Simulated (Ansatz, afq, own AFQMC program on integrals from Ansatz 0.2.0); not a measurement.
Atomization energy of C2H8N2, singlet

```yaml
atoms:
  - { symbol: C, position_ang: [-0.5537, 1.0263, -0.5922] }
  - { symbol: N, position_ang: [0.2364, -0.1546, -0.3483] }
  - { symbol: C, position_ang: [0.9476, -0.0600, 0.9023] }
  - { symbol: N, position_ang: [-0.6670, -1.2787, -0.2573] }
  - { symbol: H, position_ang: [-1.0549, 0.9491, -1.5712] }
  - { symbol: H, position_ang: [-1.3350, 1.1910, 0.1815] }
  - { symbol: H, position_ang: [0.1066, 1.9049, -0.6280] }
  - { symbol: H, position_ang: [1.6197, 0.8099, 0.8737] }
  - { symbol: H, position_ang: [1.5727, -0.9562, 1.0493] }
  - { symbol: H, position_ang: [0.2700, 0.0332, 1.7788] }
  - { symbol: H, position_ang: [-1.0804, -1.3633, -1.1892] }
  - { symbol: H, position_ang: [-0.0619, -2.1015, -0.1995] }
```

Atoms in their ground-state spins without spin–orbit coupling (mostly on UHF) minus the molecule (RHF), without zero-point energy. The geometry is a stationary point, not shown to be a minimum.

Basis def2-TZVP. Noble-gas cores (and the filled d shells of Ga–Kr and In–Xe) are frozen. AFQMC by an in-house program on the Cholesky factors that Ansatz 0.2.0 writes for its CCSD(T) run. The CISD trial takes its coefficients from CCSD amplitudes. Released means that phaseless walkers are propagated on without the constraint, phases kept. ± is one standard error of the sampling. The errors of all members are added in quadrature.

No full CI on the walks' own integrals is used here. The released AFQMC energy serves as the reference, which it does only where one determinant dominates, the energy is flat over the last release times and near the phaseless one (40 meV or 2 meV an electron, half that with transition metals). On small molecules, where full CI could be run and the noise was under 10 meV, such values lay within 10 meV of it in 19 cases of 20, a flattering rate, since the rule was set on those same cases; what remains of the bias isn't in the error bar. Each member takes its own surest rung, up to full CI.

The best estimate is CCSD(T) at the basis-set limit (CBS: def2-TZVPP and def2-QZVPP, with their diffuse functions for anions and beside diffuse sets, CCSD(T) itself extrapolated) plus the step from CCSD(T) to AFQMC with the constraint released in def2-TZVP. Rows without CBS are in def2-TZVP; B2PLYP and the wave-function rows carry a basis error of their own. Core correlation and relativity beyond core potentials are missing, and ± holds the sampling alone.

Cautions: C₂H₈N₂ (singlet): the released value is read at 0.63 1/Eh with a noise of 23 meV, more than in the cases checked, later times being too noisy (meV from the phaseless value at times in 1/Eh: 30 ± 17 at 0.21, 6 ± 17 at 0.42, 13 ± 23 at 0.63, -33 ± 40 at 0.90).

Best estimate: 4248.1 ± 2.2 kJ/mol.

```tsv
level	atomization energy (kJ/mol)	error against the best estimate (kJ/mol)
HF	2929.5	-1318.7 ± 2.2
MP2	4094.2	-154.0 ± 2.2
CCSD	4012.0	-236.1 ± 2.2
CCSD(T)	4070.5	-177.6 ± 2.2
ph-AFQMC/CISD	4073.0 ± 1.5	-175.1 ± 2.7
released AFQMC	4070.9 ± 2.2	-177.2
HF/CBS	2947.2	-1300.9 ± 2.2
MP2/CBS	4283.5	35.4 ± 2.2
CCSD(T)/CBS	4248.4	0.3 ± 2.2
PBE	4336.9	88.7 ± 2.2
r2SCAN	4223.7	-24.4 ± 2.2
PBE0	4248.4	0.3 ± 2.2
B3LYP	4242.2	-6.0 ± 2.2
wB97M-V	4263.1	14.9 ± 2.2
B2PLYP	4190.3	-57.8 ± 2.2
```

Correlation beyond CCSD(T) changes it by less than twice the noise. Going to the basis-set limit adds 177.9 kJ/mol at CCSD(T). The perturbative (T) step is worth +58.5 kJ/mol. The functionals spread over 146.5 kJ/mol; PBE0 and B3LYP come nearest and PBE is 88.7 kJ/mol too high.

Best estimates are given only where the step beyond CCSD(T) is under 0.3 eV and no member's determinant is very poor (T1 over 0.05, or 0.07 for open shells, ⟨S²⟩ too high by 0.3, two states mixed), so the hardest cases are missing from such tables.

The functionals ran in a triple-zeta set and keep a basis error of their own, a few kJ/mol for each bond in atomization energies and more for double hybrids, so close places among them and the extrapolated levels can swap.

Each member of a difference takes its own highest rung, so a best estimate needn't equal the limit plus the step of one row. Released energies are given only where the last usable release times agree within the noise; a slower fall can still hide under it.
